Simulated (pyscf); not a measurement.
This saddle point was located with ωB97X-D3(BJ)/def2-SVP in PySCF.

```xyz
11

F      1.4021    -1.5398     0.9603
Si     0.1122    -0.5719     1.1293
O     -0.3145    -0.1267    -0.4185
Si    -1.6214     0.6935    -0.9941
H     -0.9527    -1.3691     1.7743
H      0.5546     0.6077     1.9047
H     -1.7676     2.3836    -0.6713
H     -1.1736     1.1244    -2.3467
H     -2.9284     0.0221    -1.1540
F     -2.1103     1.0418     0.9095
H     -1.9605     2.0297     0.1934
```

Surface: singlet, charge 0. Lowest wavenumbers (cm⁻¹): 1118i, 81, 103, 115, 217.

Question: What reaction is this the transition state of?

Answer: F–SiH₂–O–SiH₃ + hydrogen fluoride (HF) ⇌ F–SiH₂–O–SiH₂–F + hydrogen (H₂), a four-centre exchange read from left to right: H–Si, F–H broken and F–Si, H–H formed. At ωB97M-D3(BJ)/def2-TZVP it lies +26.8 kcal/mol from the left side and +59.5 kcal/mol from the right (each side as separated species at their lowest minima found). On the reactant side the descent ends in a complex (not fully relaxed), 5.0 kcal/mol under the separated species and 32.1 kcal/mol under the saddle at ωB97X-D3(BJ)/def2-TZVP. The same reactants have a lower exit, to F–SiH₂–F + HO–SiH₃ (barrier +12.9 kcal/mol at ωB97M-D3(BJ), against +26.8 kcal/mol here). One saddle was located; it need not be the lowest between these sides.
